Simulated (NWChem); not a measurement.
All runs are NWChem calculations. System: O, charge 2, spin multiplicity 3. Its SCF solution wasn't tested for a lower state. Level: UHF/def2-TZVP.

NWChem printed:

```
             Northwest Computational Chemistry Package (NWChem) 7.3.0
             --------------------------------------------------------

                                NWChem Input Module
                                -------------------

 Scaling coordinates for geometry "geometry" by  1.889725989
 (inverse scale =  0.529177249)

                             Geometry "geometry" -> ""
                             -------------------------

 Output coordinates in angstroms (scale by  1.889725989 to convert to a.u.)

  No.       Tag          Charge          X              Y              Z
 ---- ---------------- ---------- -------------- -------------- --------------
    1 O                    8.0000     0.00000000     0.00000000     0.00000000

 Effective nuclear repulsion energy (a.u.)       0.0000000000

            Nuclear Dipole moment (a.u.)
            ----------------------------
        X                 Y               Z
 ---------------- ---------------- ----------------
     0.0000000000     0.0000000000     0.0000000000

      Symmetry information
      --------------------

 Group name             D2h
 Group number             26
 Group order               8
 No. of unique centers     1

      Symmetry unique atoms

     1


 Summary of "ao basis" -> "" (spherical)
 ------------------------------------------------------------------------------
       Tag                 Description            Shells   Functions and Types
 ---------------- ------------------------------  ------  ---------------------
 *                         def2-tzvp                  on all atoms

 Summary of "ao basis" -> "ao basis" (spherical)
 ------------------------------------------------------------------------------
       Tag                 Description            Shells   Functions and Types
 ---------------- ------------------------------  ------  ---------------------
 O                         def2-tzvp                11       31   5s3p2d1f

                                 NWChem SCF Module
                                 -----------------

  ao basis        = "ao basis"
  functions       =    31
  atoms           =     1
  alpha electrons =     4
  beta  electrons =     2
  charge          =   2.00
  wavefunction    = UHF
  use symmetry    = T
  symmetry adapt  = T

 Summary of "ao basis" -> "ao basis" (spherical)
 ------------------------------------------------------------------------------
       Tag                 Description            Shells   Functions and Types
[...]
              MO Center= -7.9D-48, -6.8D-34,  4.2D-49, r^2= 2.4D+00
   Bfn.  Coefficient  Atom+Function         Bfn.  Coefficient  Atom+Function
  ----- ------------  ---------------      ----- ------------  ---------------
    13      1.216118  1 O  py                10     -0.420017  1 O  py
     7     -0.261715  1 O  py

                     UHF Final Beta Molecular Orbital Analysis
                     -----------------------------------------

 Vector    2  Occ=1.000000D+00  E=-2.291479D+00  Symmetry=ag
              MO Center=  2.6D-21,  2.3D-21,  8.5D-18, r^2= 3.7D-01
   Bfn.  Coefficient  Atom+Function         Bfn.  Coefficient  Atom+Function
  ----- ------------  ---------------      ----- ------------  ---------------
     4      0.577411  1 O  s                  3      0.471388  1 O  s
     2     -0.280771  1 O  s

 Vector    3  Occ=0.000000D+00  E=-1.136652D+00  Symmetry=b1u
              MO Center=  3.7D-34, -3.5D-34, -3.8D-18, r^2= 4.7D-01
   Bfn.  Coefficient  Atom+Function         Bfn.  Coefficient  Atom+Function
  ----- ------------  ---------------      ----- ------------  ---------------
     8      0.527412  1 O  pz                11      0.483957  1 O  pz
    14      0.163782  1 O  pz

 Vector    4  Occ=0.000000D+00  E=-1.032476D+00  Symmetry=b2u
              MO Center= -1.8D-36,  5.8D-24, -2.4D-41, r^2= 5.1D-01
   Bfn.  Coefficient  Atom+Function         Bfn.  Coefficient  Atom+Function
  ----- ------------  ---------------      ----- ------------  ---------------
     7      0.508726  1 O  py                10      0.474079  1 O  py
    13      0.203105  1 O  py

 Vector    5  Occ=0.000000D+00  E=-1.032476D+00  Symmetry=b3u
              MO Center= -3.2D-22, -1.2D-33,  1.3D-39, r^2= 5.1D-01
   Bfn.  Coefficient  Atom+Function         Bfn.  Coefficient  Atom+Function
  ----- ------------  ---------------      ----- ------------  ---------------
     6      0.508726  1 O  px                 9      0.474079  1 O  px
    12      0.203105  1 O  px

 center of mass
 --------------
 x =   0.00000000 y =   0.00000000 z =   0.00000000

 moments of inertia (a.u.)
 ------------------
           0.000000000000           0.000000000000           0.000000000000
           0.000000000000           0.000000000000           0.000000000000
           0.000000000000           0.000000000000           0.000000000000

  Mulliken analysis of the total density
  --------------------------------------

    Atom       Charge   Shell Charges
 -----------   ------   -------------------------------------------------------
    1 O    8     6.00   0.80  1.17  0.87  1.07  0.10  1.20  0.76  0.04  0.00  0.00  0.00

  Mulliken analysis of the alpha density
  --------------------------------------

    Atom       Charge   Shell Charges
 -----------   ------   -------------------------------------------------------
    1 O    8     4.00   0.40  0.58  0.47  0.52  0.03  1.20  0.76  0.04  0.00  0.00  0.00

   Mulliken analysis of the beta density
   -------------------------------------

    Atom       Charge   Shell Charges
 -----------   ------   -------------------------------------------------------
    1 O    8     2.00   0.40  0.59  0.40  0.55  0.06  0.00  0.00 -0.00  0.00  0.00  0.00

   Mulliken analysis of the spin density
   -------------------------------------

    Atom       Charge   Shell Charges
 -----------   ------   -------------------------------------------------------
    1 O    8     2.00  -0.00 -0.00  0.07 -0.03 -0.03  1.20  0.76  0.04  0.00  0.00  0.00

       Multipole analysis of the density wrt the origin
       ------------------------------------------------

     L   x y z        total         alpha         beta         nuclear
     -   - - -        -----         -----         ----         -------
     0   0 0 0      2.000000     -4.000000     -2.000000      8.000000

     1   1 0 0     -0.000000     -0.000000     -0.000000      0.000000
     1   0 1 0     -0.000000      0.000000     -0.000000      0.000000
     1   0 0 1     -0.000000     -0.000000     -0.000000      0.000000

     2   2 0 0     -1.843315     -1.394746     -0.448569      0.000000
     2   1 1 0     -0.000000      0.000000     -0.000000      0.000000
     2   1 0 1      0.000000     -0.000000      0.000000      0.000000
     2   0 2 0     -1.843315     -1.394746     -0.448569      0.000000
     2   0 1 1      0.000000     -0.000000      0.000000      0.000000
     2   0 0 2     -1.363118     -0.881282     -0.481836      0.000000

 Task  times  cpu:        0.1s     wall:        0.1s

 Total times  cpu:        0.1s     wall:        0.1s
```

Task: Write an NWChem input that would produce this output.

Result: One answer among several that fit: 
```
start mol
memory heap 200 mb stack 900 mb global 1100 mb
charge 2
geometry units angstroms nocenter noautoz
  O      0.000000     0.000000     0.000000
  symmetry group D2h
end
basis spherical
  * library def2-tzvp
end
scf
  uhf
  nopen 2
  maxiter 100
  thresh 1e-7
  semidirect memsize 60000000 filesize 0
  # guess.movecs holds the orbitals of an unrestricted PBE0 run
  vectors input guess.movecs output mol.movecs
end
task scf energy
```
